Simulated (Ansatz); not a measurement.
`COC=C=N` and `C=C=N` differ in one atom or group.

Ansatz, PBE0-D4/def2-TZVP geometries, multiplicity 1. Each molecule was computed in one conformer, which needn't be the lowest.

```
                                        property  `COC=C=N`
  size of the dipole moment (PBE/def2-TZVPP) / D       1.06
              HOMO energy (PBE0/def2-TZVPP) / eV      -6.35
size of the dipole moment (B3LYP/def2-TZVPP) / D       1.17
  zero-point energy (PBE0-D4/def2-TZVP) / kJ/mol      204.3
           HOMO energy (ωB97M-V/def2-TZVPP) / eV      -8.55
              LUMO energy (PBE0/def2-TZVPP) / eV      -0.59
```

Q: What does the change do to each property? (Estimate.)

A: The calculation gave: 
```json
{"property": "size of the dipole moment (PBE/def2-TZVPP) / D", "`C=C=N`": "1.40", "shift": "0.34"}
{"property": "HOMO energy (PBE0/def2-TZVPP) / eV", "`C=C=N`": "-6.94", "shift": "-0.59"}
{"property": "size of the dipole moment (B3LYP/def2-TZVPP) / D", "`C=C=N`": "1.46", "shift": "0.29"}
{"property": "zero-point energy (PBE0-D4/def2-TZVP) / kJ/mol", "`C=C=N`": "115.3", "shift": "-89.0"}
{"property": "HOMO energy (ωB97M-V/def2-TZVPP) / eV", "`C=C=N`": "-9.14", "shift": "-0.59"}
{"property": "LUMO energy (PBE0/def2-TZVPP) / eV", "`C=C=N`": "-0.09", "shift": "0.50"}
```

With PBE0 the HOMO falls by 0.59 eV and the LUMO rises by 0.50 eV, so the gap widens by about 1.09 eV. PBE moves the HOMO by -0.61 eV and ωB97M-V by -0.59 eV. The zero-point energy changes by -89.0 kJ/mol with -12 modes. Dipoles are sizes alone; their direction can turn.

B3LYP here is the variant with VWN-RPA as its local correlation; programs differ in this.
